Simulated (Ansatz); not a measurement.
The input, for Ansatz 0.2.0:

```yaml
crystal:
  periodic: [false, false, false]
  atoms:
    - {symbol: Si, position_ang: [0.000000, 0.000000, 0.649966]}
    - {symbol: B, position_ang: [0.000000, 0.000000, -1.342837]}
    - {symbol: H, position_ang: [0.000000, -1.075954, -1.853888]}
    - {symbol: H, position_ang: [0.000000, 1.075954, -1.853888]}
basis:
  gaussian: {orbitals: 6-31G}
total_charge: 1
magnetization: {spin_polarized: false, initial_magnetization: 4}
correlation: {method: ccsdtq, electrons: outside_noble_gas}
```

```sh
$ ansatz run in.yaml --threads 1 --pin off --events-out ev --progress --plain --max-ram 2393MiB
```

Output:

```
562 factors; integrals over basis functions are off by at most 1.9e-7 eV
mean field evaluation 1: about -8548.0112 eV, gradient 8.9e0 eV
mean field evaluation 2: about -8548.0166 eV, gradient 8.9e0 eV
mean field evaluation 4: about -8548.7359 eV, gradient 1.2e0 eV
mean field evaluation 8: about -8548.7825 eV, gradient 1.8e-2 eV
mean field evaluation 16: about -8548.8923 eV, gradient 2.8e0 eV
mean field evaluation 32: about -8548.7703 eV, gradient 2.5e-1 eV
mean field evaluation 64: about -8547.6297 eV, gradient 1.3e1 eV
mean field evaluation 96: about -8544.9962 eV, gradient 6.5e-2 eV
mean field evaluation 128: about -8547.5202 eV, gradient 4.5e-2 eV
mean field evaluation 160: about -8548.9732 eV, gradient 6.2e0 eV
mean field evaluation 192: about -8547.5178 eV, gradient 1.4e-3 eV
mean field -8549.72387496 eV, -314.1965571939 hartree, gradient 2.1e-6 eV, S^2 6.000000; 7 other end points of the search recorded, 0 dependent functions left out
mean field evaluation 224: about -8548.9787 eV, gradient 5.6e-1 eV
determinant -8549.72387496 eV, -314.1965571939 hartree, with singles and doubles -8551.75504895 eV, -314.2712014610 hartree
determinant -8548.78247516 eV, -314.1619613893 hartree, with singles and doubles -8551.47560345 eV, -314.2609320286 hartree
determinant -8547.51783250 eV, -314.1154866286 hartree, with singles and doubles -8549.95696106 eV, -314.2051229499 hartree
determinant -8546.74194347 eV, -314.0869732326 hartree, with singles and doubles -8549.09736667 eV, -314.1735334389 hartree
determinant -8549.72387496 eV, -314.1965571939 hartree, with singles and doubles -8551.75635490 eV, -314.2712494539 hartree
determinant -8548.78247516 eV, -314.1619613893 hartree, with singles and doubles -8551.47520064 eV, -314.2609172255 hartree
mean field evaluation 256: about -8549.7239 eV, gradient 7.3e-6 eV
6 core orbitals not correlated: weight in the atoms' cores, before any rotation towards them, 1.000 or more for the frozen orbitals, at most 0.000 for the correlated occupied ones
reference -8549.72387496 eV, -314.1965571939 hartree; 6, 2 occupied and 14, 18 virtual orbitals, 562 factors
second order -1.42295231 eV of doubles, -0.03203298 eV of singles
cycle   1  -1.79196886 eV  change   -3.4e-1 eV  update   5.8e-2
cycle   2  -2.02210214 eV  change   -2.3e-1 eV  update   3.5e-2
cycle   3  -2.07537152 eV  change   -5.3e-2 eV  update   2.0e-2
cycle   4  -2.09604527 eV  change   -2.1e-2 eV  update   9.9e-3
cycle   5  -2.10030168 eV  change   -4.3e-3 eV  update   4.6e-3
cycle   6  -2.10230679 eV  change   -2.0e-3 eV  update   2.0e-3
cycle   7  -2.10350989 eV  change   -1.2e-3 eV  update   8.6e-4
cycle   8  -2.10406208 eV  change   -5.5e-4 eV  update   3.3e-4
cycle   9  -2.10416112 eV  change   -9.9e-5 eV  update   1.4e-4
cycle  10  -2.10417402 eV  change   -1.3e-5 eV  update   6.5e-5
cycle  11  -2.10417945 eV  change   -5.4e-6 eV  update   3.3e-5
cycle  12  -2.10417860 eV  change    8.5e-7 eV  update   1.4e-5
cycle  13  -2.10417711 eV  change    1.5e-6 eV  update   7.0e-6
cycle  14  -2.10417086 eV  change    6.3e-6 eV  update   3.8e-6
cycle  15  -2.10416843 eV  change    2.4e-6 eV  update   2.0e-6
cycle  16  -2.10416788 eV  change    5.5e-7 eV  update   1.1e-6
cycle  17  -2.10416792 eV  change   -4.2e-8 eV  update   7.8e-7
Total energy: -8551.82804288 eV, -314.2738839388 hartree
```

For the same geometry and basis full CI lies 0.2 meV higher.

Ran on 1 thread of Intel Xeon Platinum 8375C, shared host: 31 s wall, 0.26 GiB peak host memory.
